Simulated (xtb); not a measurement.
Potential energy surface of H3 (anion, charge -1), singlet: collinear H-H-H surface. Scanned: first H-H distance and second H-H distance.

Calculation: GFN1-xTB in xtb.

Energy in kcal/mol above the lowest grid point; x is the first H-H distance (Å), y the second H-H distance (Å).

| y \ x | 0.63 | 0.69 | 0.75 | 0.81 | 0.86 | 0.95 | 1.01 | 1.11 | 1.23 | 1.41 | 1.50 | 1.89 | 2.15 |
|---|---|---|---|---|---|---|---|---|---|---|---|---|---|
| 2.15 | 16.4 | 6.2 | 2.1 | 2.3 | 4.3 | 9.7 | 13.3 | 18.8 | 24.1 | 30.8 | 34.0 | 47.3 | 54.8 |
| 1.83 | 16.5 | 5.5 | 0.7 | 0.0 | 1.3 | 5.0 | 7.6 | 11.5 | 15.7 | 21.7 | 24.8 | 37.8 | 45.3 |
| 1.50 | 23.8 | 11.0 | 4.3 | 1.7 | 1.4 | 2.3 | 3.2 | 4.9 | 7.3 | 11.9 | 14.5 | 26.6 | 34.0 |
| 1.41 | 28.0 | 14.4 | 6.9 | 3.5 | 2.5 | 2.4 | 2.7 | 3.6 | 5.5 | 9.5 | 11.9 | 23.5 | 30.8 |
| 1.25 | 39.3 | 23.7 | 14.2 | 8.9 | 6.6 | 4.3 | 3.4 | 2.7 | 3.2 | 5.9 | 7.8 | 18.0 | 24.9 |
| 1.13 | 52.0 | 34.3 | 22.9 | 15.8 | 12.1 | 7.8 | 5.7 | 3.6 | 2.7 | 3.9 | 5.2 | 13.6 | 19.7 |
| 1 | 71.9 | 51.0 | 36.7 | 27.1 | 21.6 | 14.5 | 10.9 | 6.7 | 3.8 | 2.6 | 3.0 | 8.1 | 12.7 |
| 0.92 | 88.4 | 64.9 | 48.4 | 36.9 | 29.9 | 20.6 | 15.8 | 9.9 | 5.4 | 2.3 | 1.9 | 4.4 | 7.8 |
| 0.88 | 98.2 | 73.2 | 55.4 | 42.7 | 34.9 | 24.4 | 18.9 | 12.0 | 6.6 | 2.4 | 1.5 | 2.5 | 5.4 |
| 0.79 | 126.0 | 97.0 | 75.6 | 59.9 | 49.9 | 36.1 | 28.8 | 19.3 | 11.4 | 4.3 | 2.2 | 0.0 | 1.9 |
| 0.73 | 151.5 | 119.0 | 94.7 | 76.5 | 64.8 | 48.3 | 39.6 | 28.0 | 18.1 | 8.9 | 6.0 | 1.7 | 2.9 |
| 0.68 | 178.6 | 142.7 | 115.6 | 95.0 | 81.5 | 62.5 | 52.4 | 39.0 | 27.3 | 16.2 | 12.7 | 6.6 | 7.4 |
| 0.63 | 212.6 | 172.7 | 142.3 | 118.9 | 103.6 | 81.8 | 70.1 | 54.6 | 41.1 | 28.0 | 23.8 | 16.1 | 16.4 |

Points that lie below all their neighbours on the grid: x = 0.81, y = 1.83 (0.0 kcal/mol); x = 1.89, y = 0.79 (0.0 kcal/mol). The lowest path on the grid from the first to the second passes x = 1.11, y = 1.25 at 2.7 kcal/mol.
